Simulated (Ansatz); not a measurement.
**C3H2 (SMILES [CH]C#C): where methods fail along a bond**

The species is C3H2 (5 atoms), meant as a triplet with charge 0. As SMILES, `[CH]C#C`. The shape is that of a GFN2-xTB optimisation.

```xyz
5

C    -0.9239    0.6070   -0.6061
C     0.0008    0.0017    0.0014
C     0.8733   -0.6795    0.6070
H    -1.6282    1.1986   -1.1080
H     1.6779   -1.1278    1.1057
```

The C1–H4 distance is scanned; the parts on either side stay rigid. Basis STO-3G, 3 core orbitals frozen in the correlated methods; program Ansatz 0.2.0. FCI is exact within this basis and core. Energies in eV from each method's value at 1.048 Å; open shells run as named. The shape above is that at 1.048 Å.

| distance (Å) | UBHLYP | U-wB97X | U-wB97M-V | UCCSDT | FCI |
| --- | --- | --- | --- | --- | --- |
| 1.048 | 0.00 | 0.00 | 0.00 | 0.00 | 0.00 |
| 1.310 | 0.90 | 0.82 | 0.82 | 0.69 | 0.69 |
| 1.572 | 2.77 | 2.65 | 2.62 | 2.28 | 2.27 |
| 2.096 | 5.75 | 5.96 | 5.77 | 4.62 | 4.59 |

Departure from the FCI curve at its largest: UBHLYP +1.16 eV at 2.10 Å; U-wB97X +1.37 eV at 2.10 Å; U-wB97M-V +1.18 eV at 2.10 Å; UCCSDT +0.03 eV at 2.10 Å. For the functionals part of the departure is owed to the small basis.
